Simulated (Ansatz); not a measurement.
**SiNHO (triplet): wave-function methods side by side, def2-QZVPP**

An exercise on one series of results from a longer session: the logs are not shown, and one member is left open.

The runs use Ansatz 0.2.0, Gaussian basis; def2-QZVPP, core rule «outside noble gas», up to 7 orbitals frozen.

To be run: UHF; ROHF; CCSD(T) on UHF.

2 further runs of the same task are left out: 2 set aside as unsound or not needed.

## What is computed

The geometry is a PBE0/def2-TZVP stationary point (not a proven minimum).

4 atoms, charge 0, spin multiplicity 3.

Atoms are counted from 1 here; the program's logs count them from 0.

Bond lengths: O1–N2 1.340 Å, O1–H4 0.970 Å, N2–Si3 1.779 Å. Angles: N2–O1–H4 105.4°, O1–N2–Si3 115.0°.

As a file:

```xyz
4

O     0.0000    0.3374    1.4692
N     0.0000   -0.5730    0.4857
Si    0.0000    0.0998   -1.1615
H     0.0000   -0.1738    2.2941
```

Set-up of the first run:

The input, in.yaml:

```yaml
crystal:
  periodic: [false, false, false]
  atoms:
    - {symbol: O, position_ang: [0.000000, 0.337434, 1.469190]}
    - {symbol: N, position_ang: [0.000000, -0.573001, 0.485749]}
    - {symbol: Si, position_ang: [0.000000, 0.099776, -1.161533]}
    - {symbol: H, position_ang: [0.000000, -0.173786, 2.294129]}
basis:
  gaussian: {orbitals: "def2-QZVPP.json"}
magnetization: {spin_polarized: true, initial_magnetization: 2}
hamiltonian: {xc: hf}
output: {orbitals: {seedname: orbitals}}
```

On the command line:

```bash
$ ansatz run in.yaml --threads 1 --pin off --events-out ev --progress --plain --max-ram 2393MiB
```

Steps of the session up to this table: UHF; ROHF; CCSD(T) on UHF.

One table of the session follows, with a row left open; its other results are not shown here.

It belongs to the step «Misses and costs». 

```
  method  from UCCSD(T) (meV)
    ROHF             +15887.6
     UHF             +15590.0
    UMP2                    ?
   UCCSD               +693.7
UCCSD(T)                    0
```

**Question.** Estimate the row for UMP2.

The run gave: from UCCSD(T) (meV): +1325.9. In the column «from UCCSD(T) (meV)» it lies between UCCSD (+693.7) and UHF (+15590.0).
